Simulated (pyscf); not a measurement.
•H₂Si–Cl + ammonia (NH₃) → :HSi–Cl [singlet] + hydrogen (H₂) + amino radical (NH₂•), a concerted fragmentation (doublet surface; H–Si, H–N broken, H–H formed). PySCF, gas phase, ωB97X-D3(BJ)/def2-SVP geometries. Energies in kcal/mol from the separated reactants.

Small-basis levels: PySCF, no dispersion term, spherical d functions. AM1 to PM7: differences of heats of formation from MOPAC, which are fitted to 298 K values and so differ in kind from electronic energies by zero-point and thermal terms. GFN2-xTB: tblite. Open shells are spin-unrestricted. 

| level | barrier | reaction energy |
|---|---|---|
| HF/3-21G | 71.2 | +51.2 |
| HF/6-31G* | 82.8 | +58.2 |
| MP2/6-31G* | 83.5 | +68.5 |
| BP86/6-31G* | 68.4 | +66.4 |
| B3LYP/STO-3G | 68.2 | +60.5 |
| B3LYP/3-21G | 61.5 | +60.0 |
| B3LYP/6-31G* | 70.7 | +64.1 |
| PBE/def2-SVP | 67.7 | +71.7 |
| B3LYP/def2-SVP | 70.0 | +67.2 |
| GFN2-xTB | 68.8 | +83.3 |
| PM3 | 64.7 | +43.3 |
| PM6 | 56.8 | +38.7 |
| ωB97M-D3(BJ)/def2-TZVP | 73.8 | +67.1 |

Against the last row the barrier runs from -17.0 (PM6) to +9.7 kcal/mol (MP2/6-31G*). At PBE/def2-SVP, GFN2-xTB this geometry lies under one side, so the entry may be no barrier of that level: it is a single point on another level's saddle. ωB97M-D3(BJ)/def2-TZVP has limits of its own. The same reactants have a lower exit, to H₂N–SiH₂• + HCl (barrier +12.9 kcal/mol at ωB97M-D3(BJ)/def2-TZVP, against +73.8 kcal/mol here). One saddle was located; it need not be the lowest between these sides.
